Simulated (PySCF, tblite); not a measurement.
# PH3S: deprotonation

What do calculations give for the deprotonation of PH3S (`[PH3]=S`)?

Programs: tblite 0.8.0 and PySCF 2.14.0, with routines of our own; each step states its level. All values are computed. Atoms count from 0.

## (1) The system as given

5 atoms, charge 0, multiplicity 1; geometry from: start built from the parent or by distance geometry.

## (2) Geometry optimisation with GFN2-xTB

Job settings and geometry (Å):

```
{"job": {"kind": "relax", "xc": "GFN2-xTB", "basis": "xTB"}, "charge": 0, "multiplicity": 1}
P     -0.054700    -0.006700    -0.027300
S      1.633600    -0.156900    -0.130000
H     -0.408900    -0.131700     1.341500
H     -0.397900     1.305700    -0.507200
H     -0.754800    -1.004700    -0.711300
```

Started as:

```
> OMP_NUM_THREADS=1 python redox_run.py task.json out
```

One launch serves the whole session: the jobs run in the order shown.

The program printed:

```text
step      E/eV     max force
  0    -196.90371   16.304
  1    -197.76832    5.580
  2    -198.11349    4.060
  3    -198.15852    6.195
  4    -198.40730    1.212
  5    -198.46187    0.705
  6    -198.57390    1.411
  7    -198.60119    0.861
  8    -198.61774    0.149
  9    -198.61858    0.150
 10    -198.61930    0.064
 11    -198.61946    0.046
 12    -198.61961    0.055
 13    -198.61981    0.080
 14    -198.62000    0.065
 15    -198.62007    0.025
 16    -198.62008    0.005
```

Run time: 0.05 s. Hardware: 1 thread of Arm Neoverse V1, shared host.

Along the way:

| step | energy from step 0 (eV) | largest force (eV/Å) |
| --- | --- | --- |
| 0 | 0.0000 | 16.3044 |
| 1 | -0.8646 | 5.5803 |
| 2 | -1.2098 | 4.0598 |
| 3 | -1.2548 | 6.1954 |
| 4 | -1.5036 | 1.2119 |
| 5 | -1.5582 | 0.7051 |
| 6 | -1.6702 | 1.4114 |
| 7 | -1.6975 | 0.8611 |
| 8 | -1.7140 | 0.1486 |
| 9 | -1.7149 | 0.1501 |
| 10 | -1.7156 | 0.0638 |
| 11 | -1.7158 | 0.0461 |
| 12 | -1.7159 | 0.0546 |
| 13 | -1.7161 | 0.0797 |
| 14 | -1.7163 | 0.0649 |
| 15 | -1.7164 | 0.0245 |
| 16 | -1.7164 | 0.0055 |

Distances of close pairs at the start and the end, largest changes first:

```csv
bond,before (Å),after (Å),change (Å)
P0–S1,1.698,1.914,+0.216
P0–H3,1.439,1.394,-0.045
P0–H2,1.419,1.394,-0.025
P0–H4,1.398,1.394,-0.004
```

The final coordinates are the input of the step that follows.

## (3) Harmonic vibrations with GFN2-xTB

Job settings and geometry (Å):

```
{"job": {"kind": "ir", "xc": "GFN2-xTB", "basis": "xTB"}, "charge": 0, "multiplicity": 1}
P      0.015903    -0.000809    -0.007625
S      1.910396    -0.214417    -0.174624
H     -0.546082    -0.073254     1.266269
H     -0.552041     1.196036    -0.441344
H     -0.810932    -0.901851    -0.677046
```

The program printed:

```text
mode    cm-1     km/mol
  1     608.9      6.90
  2     609.4      6.94
  3     749.9      7.01
  4    1051.7     12.42
  5    1053.1     12.06
  6    1056.4    356.40
  7    2277.4    154.68
  8    2280.0     81.38
  9    2281.3     86.82
ZPE 71.585  H(298)-E 82.798  G(298)-E 9.014 kJ/mol  S 247.48 J/(mol K)
```

Wall time 0.09 s (1 thread of Arm Neoverse V1, shared host).

The strongest bands and the atoms that carry them (share of the mass-weighted mode):

| cm⁻¹ | km/mol | atoms |
| --- | --- | --- |
| 609 | 6.9 | H2 46 %, H4 26 %, H3 15 %, P0 11 % |
| 750 | 7.0 | S1 51 %, P0 40 % |
| 1052 | 12.4 | H2 47 %, H4 38 %, H3 13 % |
| 1053 | 12.1 | H3 49 %, H4 27 %, H2 22 % |
| 1056 | 356.4 | H3 32 %, H4 30 %, H2 26 %, P0 11 % |
| 2277 | 154.7 | H2 54 %, H4 34 %, H3 10 % |
| 2280 | 81.4 | H4 58 %, H2 38 % |
| 2281 | 86.8 | H3 87 % |

## (4) Relaxing the molecule at PBE0-D3(BJ)/ma-def2-SVP

Job settings and geometry (Å):

```
{"job": {"xc": "PBE0", "basis": "ma-def2-SVP", "d3": "d3bj", "grid": 1, "kind": "geom"}, "charge": 0, "multiplicity": 1}
P      0.015903    -0.000809    -0.007625
S      1.910396    -0.214417    -0.174624
H     -0.546082    -0.073254     1.266269
H     -0.552041     1.196036    -0.441344
H     -0.810932    -0.901851    -0.677046
```

The program printed:

```text
step   0  E = -740.83872492  max force = 0.019342
step   1  E = -740.84034943  max force = 0.006565
step   2  E = -740.84041233  max force = 0.000791
step   3  E = -740.84041326  max force = 0.000026
optimisation converged
```

Run time: 2.9 s. Hardware: 1 thread of Arm Neoverse V1, shared host.

Along the way:

| step | energy from step 0 (eV) | largest force component (eV/Å) |
| --- | --- | --- |
| 0 | 0.0000 | 0.9946 |
| 1 | -0.0442 | 0.3376 |
| 2 | -0.0459 | 0.0407 |
| 3 | -0.0459 | 0.0013 |

Distances of close pairs at the start and the end, largest changes first:

```
 bond  before (Å)  after (Å)  change (Å)
P0–S1       1.914      1.946      +0.032
P0–H3       1.394      1.423      +0.029
P0–H4       1.394      1.423      +0.029
P0–H2       1.394      1.423      +0.029
```

The next job starts from the end point, and lists it.

```csv
at the end point,value
point group (found at 0.08 Å tolerance),C3v
"rotational constants (GHz, main isotopes)","105.6, 7.234, 7.234"
dipole moment (D),4.16
```

## (5) Harmonic vibrations (PH₃S): PBE0-D3(BJ)/ma-def2-SVP

Job settings and geometry (Å):

```
{"job": {"xc": "PBE0", "basis": "ma-def2-SVP", "d3": "d3bj", "grid": 2, "kind": "hessian"}, "charge": 0, "multiplicity": 1}
P      0.013806     0.000135    -0.007293
S      1.939228    -0.219087    -0.185519
H     -0.547358    -0.075295     1.298483
H     -0.560095     1.225067    -0.449804
H     -0.826889    -0.924204    -0.688811
```

The program printed:

```text
coarse grid: 5112 points
cycle   1  E = -740.7236057819  dE =  1.379e-01  |g| = 3.394e-01  |ddm| = 2.057e+00
cycle   2  E = -740.6321873555  dE =  9.142e-02  |g| = 6.141e-01  |ddm| = 1.650e+00
cycle   3  E = -740.7685383014  dE = -1.364e-01  |g| = 1.788e-02  |ddm| = 1.083e+00
cycle   4  E = -740.7685825164  dE = -4.421e-05  |g| = 1.393e-02  |ddm| = 3.828e-02
cycle   5  E = -740.7686463738  dE = -6.386e-05  |g| = 6.594e-04  |ddm| = 1.733e-02
cycle   6  E = -740.7686464979  dE = -1.241e-07  |g| = 2.019e-04  |ddm| = 1.546e-03
final grid: 39792 points
cycle   7  E = -740.8404000027  dE = -6.245e-06  |g| = 2.954e-03  |ddm| = 2.218e-02
cycle   8  E = -740.8403998834  dE =  1.193e-07  |g| = 2.925e-03  |ddm| = 9.238e-03
cycle   9  E = -740.8404027241  dE = -2.841e-06  |g| = 5.062e-04  |ddm| = 5.292e-03
cycle  10  E = -740.8404028130  dE = -8.893e-08  |g| = 6.247e-05  |ddm| = 8.096e-04
cycle  11  E = -740.8404028143  dE = -1.284e-09  |g| = 9.918e-06  |ddm| = 8.500e-05
cycle  12  E = -740.8404028143  dE = -3.695e-11  |g| = 1.751e-06  |ddm| = 2.076e-05
converged SCF energy = -740.8404028143

mode    cm-1
  1     675.7
  2     717.2
  3     717.3
  4    1100.6
  5    1100.6
  6    1130.0
  7    2410.7
  8    2410.8
  9    2423.9
ZPE 75.883  H(298)-E 86.867  G(298)-E 13.264 kJ/mol  S 246.87 J/(mol K)
```

It took 12 s on 1 thread of Arm Neoverse V1, shared host; peak memory 0.72 GiB.

Zero-point energy 75.88 kJ/mol (xTB gave 71.58).

## (6) Single point (PH3S): B3LYP-D3(BJ)/ma-def2-TZVP

Geometry: PBE0-D3(BJ)/ma-def2-SVP.

Job settings and geometry (Å):

```
{"job": {"kind": "sp", "xc": "B3LYP", "basis": "ma-def2-TZVP", "d3": "d3bj", "grid": 2}, "charge": 0, "multiplicity": 1}
P      0.013806     0.000135    -0.007293
S      1.939228    -0.219087    -0.185519
H     -0.547358    -0.075295     1.298483
H     -0.560095     1.225067    -0.449804
H     -0.826889    -0.924204    -0.688811
```

The program printed:

```text
coarse grid: 5112 points
cycle   1  E = -741.3751734571  dE =  1.315e-01  |g| = 3.640e-01  |ddm| = 1.570e+00
cycle   2  E = -741.2568671904  dE =  1.183e-01  |g| = 7.050e-01  |ddm| = 1.358e+00
cycle   3  E = -741.4199901710  dE = -1.631e-01  |g| = 4.797e-02  |ddm| = 9.244e-01
cycle   4  E = -741.4203724744  dE = -3.823e-04  |g| = 3.012e-02  |ddm| = 6.396e-02
cycle   5  E = -741.4206363351  dE = -2.639e-04  |g| = 3.249e-03  |ddm| = 2.624e-02
cycle   6  E = -741.4206376165  dE = -1.281e-06  |g| = 5.662e-04  |ddm| = 2.800e-03
final grid: 39792 points
cycle   7  E = -741.4162355240  dE = -3.127e-06  |g| = 1.091e-03  |ddm| = 7.109e-03
cycle   8  E = -741.4162354515  dE =  7.246e-08  |g| = 8.894e-04  |ddm| = 1.379e-03
cycle   9  E = -741.4162356067  dE = -1.551e-07  |g| = 4.115e-04  |ddm| = 1.132e-03
cycle  10  E = -741.4162356550  dE = -4.835e-08  |g| = 4.697e-05  |ddm| = 4.428e-04
cycle  11  E = -741.4162356557  dE = -6.806e-10  |g| = 1.098e-05  |ddm| = 7.044e-05
converged SCF energy = -741.4162356557
```

It took 1.1 s on 1 thread of Arm Neoverse V1, shared host.

## (7) Relaxing the molecule with GFN2-xTB

This step treats PH₂S−, `P[S-]`.

Job settings and geometry (Å):

```
{"job": {"kind": "relax", "xc": "GFN2-xTB", "basis": "xTB"}, "charge": -1, "multiplicity": 1}
P      0.030000    -0.006000    -0.012600
S      1.928500    -0.210400    -0.208500
H     -0.542600     1.217500    -0.446600
H     -0.829400    -0.909600    -0.709400
```

The program printed:

```text
step      E/eV     max force
  0    -190.81514    3.749
  1    -191.02872    2.388
  2    -191.25652    1.496
  3    -191.31945    1.409
  4    -191.38050    0.742
  5    -191.40990    0.601
  6    -191.41686    0.394
  7    -191.42017    0.072
  8    -191.42028    0.017
  9    -191.42030    0.014
 10    -191.42031    0.013
 11    -191.42033    0.017
 12    -191.42035    0.012
 13    -191.42035    0.004
```

Run time: 0.04 s. Hardware: 1 thread of Arm Neoverse V1, shared host.

The steps of the relaxation:

```
step  energy from step 0 (eV)  largest force (eV/Å)
   0                   0.0000                3.7494
   1                  -0.2136                2.3883
   2                  -0.4414                1.4961
   3                  -0.5043                1.4092
   4                  -0.5654                0.7421
   5                  -0.5948                0.6006
   6                  -0.6017                0.3944
   7                  -0.6050                0.0723
   8                  -0.6051                0.0172
   9                  -0.6052                0.0144
  10                  -0.6052                0.0131
  11                  -0.6052                0.0171
  12                  -0.6052                0.0116
  13                  -0.6052                0.0037
```

Close pairs (by a distance rule), those that changed most:

```
 bond  before (Å)  after (Å)  change (Å)
P0–S1       1.919      1.970      +0.051
P0–H3       1.428      1.420      -0.008
P0–H2       1.419      1.420      +0.001
```

The final coordinates are the input of the step that follows.

## (8) Harmonic vibrations with GFN2-xTB

Job settings and geometry (Å):

```
{"job": {"kind": "ir", "xc": "GFN2-xTB", "basis": "xTB"}, "charge": -1, "multiplicity": 1}
P     -0.051820    -0.020079     0.202403
S      1.846422    -0.197020    -0.294720
H     -0.481814     1.123217    -0.522385
H     -0.726270    -0.814662    -0.762434
```

The program printed:

```text
mode    cm-1     km/mol
  1     662.1     28.13
  2     799.4      0.27
  3     867.1     95.01
  4    1195.7     65.41
  5    2002.3    406.57
  6    2053.7    392.54
ZPE 45.340  H(298)-E 56.009  G(298)-E -19.409 kJ/mol  S 252.95 J/(mol K)
```

Run time: 0.08 s. Hardware: 1 thread of Arm Neoverse V1, shared host.

The strongest bands and the atoms that carry them (share of the mass-weighted mode):

```csv
cm⁻¹,km/mol,atoms
662,28.1,"S1 51 %, P0 48 %"
799,0.3,"H3 48 %, H2 48 %"
867,95.0,"H2 46 %, H3 45 %"
1196,65.4,"H3 48 %, H2 48 %"
2002,406.6,"H2 49 %, H3 48 %"
2054,392.5,"H3 49 %, H2 48 %"
```

## (9) Relaxing the molecule at PBE0-D3(BJ)/ma-def2-SVP

This step treats PH2S−, `P[S-]`.

Job settings and geometry (Å):

```
{"job": {"xc": "PBE0", "basis": "ma-def2-SVP", "d3": "d3bj", "grid": 1, "kind": "geom"}, "charge": -1, "multiplicity": 1}
P     -0.051820    -0.020079     0.202403
S      1.846422    -0.197020    -0.294720
H     -0.481814     1.123217    -0.522385
H     -0.726270    -0.814662    -0.762434
```

The program printed:

```text
step   0  E = -740.29472539  max force = 0.048089
step   1  E = -740.30019052  max force = 0.008789
step   2  E = -740.30039088  max force = 0.000870
step   3  E = -740.30039475  max force = 0.000182
optimisation converged
```

It took 2.2 s on 1 thread of Arm Neoverse V1, shared host.

Step by step:

```csv
step,energy from step 0 (eV),largest force component (eV/Å)
0,0.0000,2.4728
1,-0.1487,0.4519
2,-0.1542,0.0447
3,-0.1543,0.0094
```

Close pairs (by a distance rule), those that changed most:

```
 bond  before (Å)  after (Å)  change (Å)
P0–S1       1.970      2.077      +0.106
P0–H3       1.420      1.450      +0.030
P0–H2       1.420      1.450      +0.030
```

The final coordinates are the input of the step that follows.

```
                         at the end point                value
  point group (found at 0.08 Å tolerance)                   Cs
rotational constants (GHz, main isotopes)  132.9, 6.865, 6.825
```

## (10) Harmonic vibrations (PH₂S−): PBE0-D3(BJ)/ma-def2-SVP

Job settings and geometry (Å):

```
{"job": {"xc": "PBE0", "basis": "ma-def2-SVP", "d3": "d3bj", "grid": 2, "kind": "hessian"}, "charge": -1, "multiplicity": 1}
P     -0.069315    -0.021298     0.192972
S      1.936403    -0.204988    -0.312842
H     -0.523615     1.163636    -0.509462
H     -0.773126    -0.853745    -0.763864
```

The program printed:

```text
coarse grid: 4488 points
cycle   1  E = -740.1682855994  dE = -7.211e-02  |g| = 3.677e-01  |ddm| = 1.908e+00
cycle   2  E = -740.1123335963  dE =  5.595e-02  |g| = 5.551e-01  |ddm| = 2.146e+00
cycle   3  E = -740.2282305929  dE = -1.159e-01  |g| = 4.152e-02  |ddm| = 1.307e+00
cycle   4  E = -740.2286375983  dE = -4.070e-04  |g| = 2.575e-02  |ddm| = 1.204e-01
cycle   5  E = -740.2288676373  dE = -2.300e-04  |g| = 3.316e-03  |ddm| = 4.194e-02
cycle   6  E = -740.2288715747  dE = -3.937e-06  |g| = 4.290e-04  |ddm| = 7.029e-03
final grid: 34416 points
cycle   7  E = -740.3003956106  dE = -5.062e-06  |g| = 3.404e-03  |ddm| = 2.314e-02
cycle   8  E = -740.3003942671  dE =  1.343e-06  |g| = 3.888e-03  |ddm| = 1.311e-02
cycle   9  E = -740.3003995224  dE = -5.255e-06  |g| = 4.374e-04  |ddm| = 7.399e-03
cycle  10  E = -740.3003995904  dE = -6.804e-08  |g| = 8.248e-05  |ddm| = 7.628e-04
cycle  11  E = -740.3003995927  dE = -2.293e-09  |g| = 1.391e-05  |ddm| = 1.358e-04
cycle  12  E = -740.3003995928  dE = -7.446e-11  |g| = 1.934e-06  |ddm| = 3.841e-05
converged SCF energy = -740.3003995928

mode    cm-1
  1     527.7
  2     789.2
  3     821.6
  4    1092.9
  5    2210.1
  6    2212.7
ZPE 45.782  H(298)-E 56.707  G(298)-E -19.383 kJ/mol  S 255.21 J/(mol K)
```

It took 8.2 s on 1 thread of Arm Neoverse V1, shared host; peak memory 0.66 GiB.

Zero-point energy 45.78 kJ/mol (xTB gave 45.34).

## (11) Single point (PH2S−): B3LYP-D3(BJ)/ma-def2-TZVP

Geometry: PBE0-D3(BJ)/ma-def2-SVP.

Job settings and geometry (Å):

```
{"job": {"kind": "sp", "xc": "B3LYP", "basis": "ma-def2-TZVP", "d3": "d3bj", "grid": 2}, "charge": -1, "multiplicity": 1}
P     -0.069315    -0.021298     0.192972
S      1.936403    -0.204988    -0.312842
H     -0.523615     1.163636    -0.509462
H     -0.773126    -0.853745    -0.763864
```

The program printed:

```text
coarse grid: 4488 points
cycle   1  E = -740.8016361808  dE = -5.149e-02  |g| = 4.107e-01  |ddm| = 1.466e+00
cycle   2  E = -740.6695265393  dE =  1.321e-01  |g| = 7.574e-01  |ddm| = 2.046e+00
cycle   3  E = -740.8722068111  dE = -2.027e-01  |g| = 4.989e-02  |ddm| = 1.344e+00
cycle   4  E = -740.8724234066  dE = -2.166e-04  |g| = 4.485e-02  |ddm| = 1.133e-01
cycle   5  E = -740.8730589245  dE = -6.355e-04  |g| = 5.411e-03  |ddm| = 5.121e-02
cycle   6  E = -740.8730664717  dE = -7.547e-06  |g| = 1.565e-03  |ddm| = 6.891e-03
final grid: 34416 points
cycle   7  E = -740.8686649299  dE = -3.012e-06  |g| = 1.953e-03  |ddm| = 7.691e-03
cycle   8  E = -740.8686650950  dE = -1.651e-07  |g| = 1.393e-03  |ddm| = 2.835e-03
cycle   9  E = -740.8686654724  dE = -3.774e-07  |g| = 3.711e-04  |ddm| = 1.702e-03
cycle  10  E = -740.8686655172  dE = -4.480e-08  |g| = 5.076e-05  |ddm| = 4.329e-04
cycle  11  E = -740.8686655178  dE = -5.668e-10  |g| = 9.575e-06  |ddm| = 4.813e-05
converged SCF energy = -740.8686655178
```

It took 0.87 s on 1 thread of Arm Neoverse V1, shared host.

## (12) Deprotonation: B3LYP-D3(BJ)/ma-def2-TZVP

This step combines the energies above: geometries from PBE0-D3(BJ)/ma-def2-SVP, zero-point and thermal terms from PBE0-D3(BJ)/ma-def2-SVP.

Job settings and geometry (Å):

```
{"job": {"kind": "ac", "geom": {"xc": "PBE0", "basis": "ma-def2-SVP", "d3": "d3bj", "grid": 1}, "hess": 1, "level": {"xc": "B3LYP", "basis": "ma-def2-TZVP", "d3": "d3bj"}}, "charge": 0, "multiplicity": 1}
P      0.013806     0.000135    -0.007293
S      1.939228    -0.219087    -0.185519
H     -0.547358    -0.075295     1.298483
H     -0.560095     1.225067    -0.449804
H     -0.826889    -0.924204    -0.688811
```

Output (the driver's rows laid out field by field):

```text
deprotonation site by site, B3LYP-D3(BJ)/ma-def2-TZVP // PBE0-D3(BJ)/ma-def2-SVP

row 1
  formula                 H2PS
  charge                  -1
  multiplicity            1
  smiles                  P[S-]
  kept                    yes
  pieces                  1
  point_group             Cs
  atom                    0
  element                 P
  electronic              1437.65
  enthalpy                1413.68
  free_energy             1378.71
  share_gas               1.0
```

It took 28 s on 1 thread of Arm Neoverse V1, shared host.

Energy needed to remove a proton (kJ/mol, gas phase, 298 K for the thermal columns):

| site | product | electronic | enthalpy | free energy |
| --- | --- | --- | --- | --- |
| P0 | P[S-] | 1437.7 | 1413.7 | 1378.7 |

## (13) Single point (PH3S): wavefunction

Geometry: PBE0-D3(BJ)/ma-def2-SVP.

Job settings and geometry (Å):

```
{"job": {"kind": "sp", "xc": "CCSD(T)", "basis": "ma-def2-TZVP", "grid": 2}, "charge": 0, "multiplicity": 1}
P      0.013806     0.000135    -0.007293
S      1.939228    -0.219087    -0.185519
H     -0.547358    -0.075295     1.298483
H     -0.560095     1.225067    -0.449804
H     -0.826889    -0.924204    -0.688811
```

Method: wavefunction single point, frozen core, gas phase.

The program printed:

```text
final grid: 39792 points
cycle   1  E = -739.9667599533  dE =  1.174e-01  |g| = 4.249e-01  |ddm| = 1.556e+00
cycle   2  E = -740.0207854907  dE = -5.403e-02  |g| = 2.529e-01  |ddm| = 6.795e-01
cycle   3  E = -740.0396520140  dE = -1.887e-02  |g| = 3.859e-02  |ddm| = 2.597e-01
cycle   4  E = -740.0404592591  dE = -8.072e-04  |g| = 1.022e-02  |ddm| = 4.430e-02
cycle   5  E = -740.0405179500  dE = -5.869e-05  |g| = 1.780e-03  |ddm| = 1.416e-02
cycle   6  E = -740.0405199691  dE = -2.019e-06  |g| = 4.301e-04  |ddm| = 3.336e-03
cycle   7  E = -740.0405200641  dE = -9.500e-08  |g| = 1.412e-04  |ddm| = 6.346e-04
cycle   8  E = -740.0405200793  dE = -1.520e-08  |g| = 3.420e-05  |ddm| = 3.621e-04
cycle   9  E = -740.0405200806  dE = -1.295e-09  |g| = 1.044e-05  |ddm| = 1.256e-04
converged SCF energy = -740.0405200806
E(HF, exact integrals) = -740.0405660856
E(MP2) = -740.3665694510
E(CCSD) = -740.4034672668
E(CCSD(T)) = -740.4199410834
T1 diagnostic = 0.0135
```

It took 16 s on 1 thread of Arm Neoverse V1, shared host; peak memory 0.63 GiB.

## (14) Single point (PH2S−): wavefunction

Geometry: PBE0-D3(BJ)/ma-def2-SVP.

Job settings and geometry (Å):

```
{"job": {"kind": "sp", "xc": "CCSD(T)", "basis": "ma-def2-TZVP", "grid": 2}, "charge": -1, "multiplicity": 1}
P     -0.069315    -0.021298     0.192972
S      1.936403    -0.204988    -0.312842
H     -0.523615     1.163636    -0.509462
H     -0.773126    -0.853745    -0.763864
```

Method: wavefunction single point, frozen core, gas phase.

The program printed:

```text
final grid: 34416 points
cycle   1  E = -739.4292773889  dE = -1.707e-01  |g| = 3.617e-01  |ddm| = 1.474e+00
cycle   2  E = -739.4748975913  dE = -4.562e-02  |g| = 2.046e-01  |ddm| = 7.597e-01
cycle   3  E = -739.4871968062  dE = -1.230e-02  |g| = 3.406e-02  |ddm| = 2.382e-01
cycle   4  E = -739.4879928520  dE = -7.960e-04  |g| = 1.057e-02  |ddm| = 7.376e-02
cycle   5  E = -739.4880986064  dE = -1.058e-04  |g| = 3.319e-03  |ddm| = 2.916e-02
cycle   6  E = -739.4881079969  dE = -9.391e-06  |g| = 1.194e-03  |ddm| = 8.835e-03
cycle   7  E = -739.4881097023  dE = -1.705e-06  |g| = 4.236e-04  |ddm| = 4.219e-03
cycle   8  E = -739.4881099940  dE = -2.917e-07  |g| = 1.424e-04  |ddm| = 2.165e-03
cycle   9  E = -739.4881100257  dE = -3.161e-08  |g| = 4.374e-05  |ddm| = 8.127e-04
cycle  10  E = -739.4881100284  dE = -2.772e-09  |g| = 1.448e-05  |ddm| = 2.837e-04
converged SCF energy = -739.4881100284
E(HF, exact integrals) = -739.4881462510
E(MP2) = -739.8195433968
E(CCSD) = -739.8549289513
E(CCSD(T)) = -739.8724067279
T1 diagnostic = 0.0131
```

It took 13 s on 1 thread of Arm Neoverse V1, shared host; peak memory 0.62 GiB.

## (15) Deprotonation: CCSD(T)/ma-def2-TZVP

This step combines the energies above: geometries from PBE0-D3(BJ)/ma-def2-SVP, zero-point and thermal terms from PBE0-D3(BJ)/ma-def2-SVP.

Job settings and geometry (Å):

```
{"job": {"kind": "ac", "geom": {"xc": "PBE0", "basis": "ma-def2-SVP", "d3": "d3bj", "grid": 1}, "hess": 1, "level": {"xc": "CCSD(T)", "basis": "ma-def2-TZVP"}}, "charge": 0, "multiplicity": 1}
P      0.013806     0.000135    -0.007293
S      1.939228    -0.219087    -0.185519
H     -0.547358    -0.075295     1.298483
H     -0.560095     1.225067    -0.449804
H     -0.826889    -0.924204    -0.688811
```

Output (the driver's rows laid out field by field):

```text
deprotonation site by site, CCSD(T)/ma-def2-TZVP // PBE0-D3(BJ)/ma-def2-SVP

row 1
  formula                 H2PS
  charge                  -1
  multiplicity            1
  smiles                  P[S-]
  kept                    yes
  pieces                  1
  point_group             Cs
  atom                    0
  element                 P
  electronic              1437.55
  enthalpy                1413.59
  free_energy             1378.62
  share_gas               1.0
```

It took 29 s on 1 thread of Arm Neoverse V1, shared host; peak memory 0.62 GiB.

Energy needed to remove a proton (kJ/mol, gas phase, 298 K for the thermal columns):

| site | product | electronic | enthalpy | free energy |
| --- | --- | --- | --- | --- |
| P0 | P[S-] | 1437.5 | 1413.6 | 1378.6 |

[end of part 1 of 2]
